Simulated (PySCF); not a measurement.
# Predicted spectroscopic data

One computed conformer, in vacuum, non-relativistic, fast rotation and ring inversion assumed for equivalent nuclei. Geometry: GFN2-xTB; σ from GIAO-PBE0/pcSseg-1; PySCF.

Chemical shifts δ = σref − σ; 1H, 13C vs TMS, all at this level. Where no couplings were computed, multiplicities follow the n + 1 count of equivalent neighbours, and m marks all less simple cases (inequivalent or close neighbours, rings, F or P nearby). Shifts are as computed. Against solution values, carbons near 30 ppm lie about +3 ppm off and those near 130 ppm about +5 ppm. Of 1211 compounds with measured shifts, 218 miss one by over three times the rms of a fit or turn the order of signals round; such compounds aren't used in these exercises.

**1.** `C1C(=C)[C@@H](C)C1`, C$_{6}$H$_{10}$. 1H NMR (400 MHz, computed): δ 5.25 (m, 1H), 5.19 (m, 1H), 2.97 (m, 1H), 2.78 (m, 1H), 2.77 (m, 1H), 2.21 (m, 1H), 1.50 (m, 1H), 1.16 (d, 3H). 13C{1H} NMR (computed): δ 164.4, 113.1, 39.4, 28.4, 24.9, 23.4.

**2.** `C=C(C)C#CC`, C$_{6}$H$_{8}$. 1H NMR (400 MHz, computed): δ 5.55 (m, 1H), 5.49 (m, 1H), 2.16 (s, 3H), 1.95 (s, 3H). 13C{1H} NMR (computed): δ 135.4 (C), 128.1 (CH2), 95.7 (C), 87.3 (C), 27.3 (CH3), 5.6 (CH3).
